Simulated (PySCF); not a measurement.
LiC at UHF-CCSD(T)

Level: UHF-CCSD(T). Li jorge-DZP-DKH, C jorge-DZP-DKH; spin-free X2C with a Gaussian nucleus (PySCF 2.14).

For LiC, the state is ⁴Σ⁻ (quartet), unpaired electrons σ ↑, π ↑↑. The bond length is 3.664 bohr. The harmonic wavenumber is 654 cm⁻¹. The force constant is 1.11 mdyn/Å, the rotational constant Be is 1.013 cm⁻¹ and the anharmonicity ωexe is 5.02 cm⁻¹. The vibration–rotation constant αe is 0.0138 cm⁻¹, the well depth De to Li + C is 219 kJ/mol and the dissociation energy D0 is 215 kJ/mol.

Correlated steps freeze 1 core orbital. Correlated levels converge slowly with the basis: in double zeta they bind strong bonds too weakly, by up to about 1 eV, and carry superposition errors of some tenths. The state is the lowest determinant that a PBE0 search found; another state may lie lower at other levels.
